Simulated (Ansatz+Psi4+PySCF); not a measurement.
A calculation with PySCF 2.14.0.

```python
from pyscf import gto, scf, mp

# the (T+d) and (D+d) sets load through basis_set_exchange
mol = gto.M(atom="""
Na 0.000000 0.000000 -1.741990
Cl 0.000000 0.000000 1.127170
""", basis={'Cl': 'cc-pv(t+d)z', 'Na': 'cc-pcvtz'}, charge=0, spin=0)
mf = scf.RHF(mol)
mf.kernel()
pt = mp.MP2(mf, frozen=6).run()
print(mf.e_tot, pt.e_corr, pt.e_tot)
```

The script is written out from the run's settings.

Output:

```
Converged                       : yes
Reference energy                : -621.43866 hartree
Correlation energy              : -0.46472 hartree
Total energy                    : -621.90338 hartree
Spin squared of the determinant : 0.000
```

Caution: stretched shape with no unrestricted run beside it, a lower state can exist.
